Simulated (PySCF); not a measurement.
Molecule: `InChI=1S/C5H13N/c1-4-5-6(2)3/h4-5H2,1-3H3`.

Atom-mapped SMILES (the numbers label the heavy atoms): `[CH3:1][CH2:2][CH2:3][N:4]([CH3:5])[CH3:6]`. Each H is labelled by its parent atom.

Geometry PBE0-D3(BJ)/def2-SVP throughout; GIAO in PySCF, gas phase, one conformer, non-relativistic; equivalent atoms averaged; basis pcSseg-1.

For orientation, OPBE gives these absolute shieldings σ: C3 124.9, C5/C6 141.3, C2 160.5, C1 170.9, N4 220.9, H(C5)/H(C6) 29.15, H(C3) 29.32, H(C2) 29.84, H(C1) 30.31 ppm.

A run gave: C3 120.4, C5/C6 137.8, C2 155.7, C1 167.7, N4 213.4, H(C5)/H(C6) 29.23, H(C3) 29.43, H(C2) 29.92, H(C1) 30.37 ppm (absolute shieldings σ).

**Question.** Which functional was used in that run?
A. HF
B. PBE
C. BHandHLYP
D. KT3
E. LDA

**Answer.** D. C3 tells them apart best: KT3 gives 120.4, HF gives 135.5, LDA gives 113.0, PBE gives 114.9, BHandHLYP gives 123.0 ppm.
